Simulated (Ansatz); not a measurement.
Process, species as SMILES: OO (H2O2) → [O]O (O-OH) + H atom
B3LYP-D3(BJ)/def2-TZVP geometries, fixed; electronic energies without zero-point terms.
Largest species:
```
O
H 1 0.9680
O 1 1.4504 2 100.54
H 3 0.9680 1 100.54 2 115.91
```
Charge 0, spin multiplicity 1.

Basis-set convergence of the bond dissociation energy at MP2 with Ansatz (a first-principles code). All functions are spherical. Cores are frozen. Open shells are unrestricted. No added dispersion term, no relativity. Functions are those of the species that has most. Reference: Hartree-Fock in aug-cc-pVQZ plus the correlation part extrapolated as X^-3 from aug-cc-pVTZ and aug-cc-pVQZ, 99.55 kcal/mol, itself unsure by roughly 0.33 kcal/mol (a third of the extrapolation step and of the last Hartree-Fock step).

| basis | functions | bond dissociation energy (kcal/mol) |
|---|---|---|
| STO-3G | 12 | 73.53 |
| pcseg-0 | 22 | (withheld) |
| pcseg-1 | 38 | (withheld) |
| 6-311G** | 48 | (withheld) |
| aug-pcseg-1 | 64 | 94.59 |
| 6-311++G(2d,2p) | 74 | 95.80 |
| cc-pVTZ | 88 | 96.23 |
| pcseg-2 | 88 | 97.21 |
| def2-TZVPD | 98 | 94.63 |
| aug-pcseg-2 | 138 | (withheld) |
| cc-pVQZ | 170 | 98.17 |
| pcseg-3 | 186 | 98.54 |
| aug-pcseg-3 | 268 | 98.66 |

Question: Fill in the missing entries.

Answer: 
- pcseg-0, bond dissociation energy (kcal/mol): 82.28
- pcseg-1, bond dissociation energy (kcal/mol): 91.42
- 6-311G**, bond dissociation energy (kcal/mol): 91.68
- aug-pcseg-2, bond dissociation energy (kcal/mol): 97.52
